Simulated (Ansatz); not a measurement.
Basis-set extrapolation for C4H5ClO, SMILES `C=C1OC1(C)Cl` (PBE0-D4/def2-TZVP geometry, frozen core, Ansatz). Multiplicity 1, RHF reference.

```tsv
	def2-TZVPP	def2-QZVPP
HF	-688.767679	-688.790544
MP2 correlation	-1.073891	-1.153173
CCSD(T) correlation	-1.163146	not run
```

Energies in hartree. Use E(X) = E(∞) + A·exp(−7.88·√X) for Hartree–Fock and E(X) = E(∞) + B·X^(−2.97) for correlation, with X = 3 and 4, and add CCSD(T) minus MP2 of the smaller set to the MP2 limit.

Task: What is the CCSD(T) energy at the basis-set limit?

Result: HF limit: -688.790544 + (-0.022865) × 0.13774 = -688.79369. MP2 limit: -1.153173 + (-0.079282) × 0.74074 = -1.21190. Higher-order term: -1.163146 − (-1.073891) = -0.08926. Total: -690.09485 hartree, 430.6 kJ/mol below CCSD(T)/def2-TZVPP.
